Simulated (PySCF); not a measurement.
CS2, SMILES S=C=S (connectivity only; charge and spin as stated), charge -1, multiplicity 2.

Geometry optimised at B3LYP-D3(BJ)/def2-TZVPD. The spin state was assumed, not searched.

Level of theory: ωB97X/def2-TZVPD run with PySCF.

Gas-phase values at a fixed geometry.

```yaml
total_energy: -834.52016 hartree
point_group: C2v
"α spin, highest occupied and lowest empty level": -1.68 and 4.69 eV
"β spin, highest occupied and lowest empty level": -3.50 and 4.89 eV
dipole_moment_about_the_centre_of_nuclear_charge: 0.12 D
mean_static_polarisability: 80.6 bohr³ (11.95 Å³)
polarisability_principal_values: 55.2, 65.3, 121.5 bohr³
"⟨S²⟩": 0.760 (pure state 0.75)
```
